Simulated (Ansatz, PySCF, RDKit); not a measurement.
CH4O (SMILES CO) with CH5N (SMILES CN) on the geometries of the S66x8 set, where R/Re scales the closest contact. Geometry at R/Re = 1.00 (charge 0, multiplicity 1):
```xyz
13

O     -1.4985     0.7153    -0.0029
H     -0.5259     0.7412    -0.0079
C     -1.8682    -0.6444    -0.0077
H     -2.9545    -0.6937    -0.0034
H     -1.5150    -1.1751    -0.8970
H     -1.5077    -1.1833     0.8738
N      1.4403     0.6314    -0.0127
H      1.8110     1.1392     0.7804
H      1.8111     1.0957    -0.8320
C      1.9181    -0.7547     0.0248
H      1.5262    -1.2887    -0.8374
H      3.0048    -0.8614     0.0278
H      1.5260    -1.2414     0.9144
```

Interaction energies with rigid monomers; basis-set methods are counterpoise corrected unless marked otherwise.

Frozen-core correlation. Rows in 6-31G* carry no dispersion term and start afresh at each structure (6-31G* with six Cartesian d functions). MP2/6-31G* freezes PySCF's default core.

Programs: Ansatz (a first-principles code) with Gaussian orbitals; PySCF for 6-31G* rows, the dispersion terms; RDKit for the force fields. Each number belongs to the level named beside it.

```json
[
 {"R/Re": "0.90", "UFF (kcal/mol)": "…", "PBE-D4/def2-TZVPPD (kcal/mol)": "-8.09", "r2SCAN-D4/def2-TZVPPD (kcal/mol)": "-7.62", "MP2/6-31G* (kcal/mol)": "-5.73", "CCSD(T)/aug-cc-pVDZ (kcal/mol)": "-5.72"},
 {"R/Re": "1.00", "UFF (kcal/mol)": "19.54", "PBE-D4/def2-TZVPPD (kcal/mol)": "-8.45", "r2SCAN-D4/def2-TZVPPD (kcal/mol)": "-7.93", "MP2/6-31G* (kcal/mol)": "-7.14", "CCSD(T)/aug-cc-pVDZ (kcal/mol)": "-6.74"},
 {"R/Re": "1.10", "UFF (kcal/mol)": "4.86", "PBE-D4/def2-TZVPPD (kcal/mol)": "…", "r2SCAN-D4/def2-TZVPPD (kcal/mol)": "-7.20", "MP2/6-31G* (kcal/mol)": "-6.99", "CCSD(T)/aug-cc-pVDZ (kcal/mol)": "-6.47"},
 {"R/Re": "1.25", "UFF (kcal/mol)": "0.01", "PBE-D4/def2-TZVPPD (kcal/mol)": "-6.04", "r2SCAN-D4/def2-TZVPPD (kcal/mol)": "-5.61", "MP2/6-31G* (kcal/mol)": "-5.76", "CCSD(T)/aug-cc-pVDZ (kcal/mol)": "-5.28"},
 {"R/Re": "1.50", "UFF (kcal/mol)": "-0.61", "PBE-D4/def2-TZVPPD (kcal/mol)": "-3.67", "r2SCAN-D4/def2-TZVPPD (kcal/mol)": "-3.38", "MP2/6-31G* (kcal/mol)": "-3.59", "CCSD(T)/aug-cc-pVDZ (kcal/mol)": "-3.29"},
 {"R/Re": "2.00", "UFF (kcal/mol)": "-0.23", "PBE-D4/def2-TZVPPD (kcal/mol)": "-1.35", "r2SCAN-D4/def2-TZVPPD (kcal/mol)": "-1.27", "MP2/6-31G* (kcal/mol)": "-1.34", "CCSD(T)/aug-cc-pVDZ (kcal/mol)": "-1.27"}
]
```

**Question.** Fill in the missing entries.

**Answer.** 
- 0.90, UFF (kcal/mol): 76.07
- 1.10, PBE-D4/def2-TZVPPD (kcal/mol): -7.70
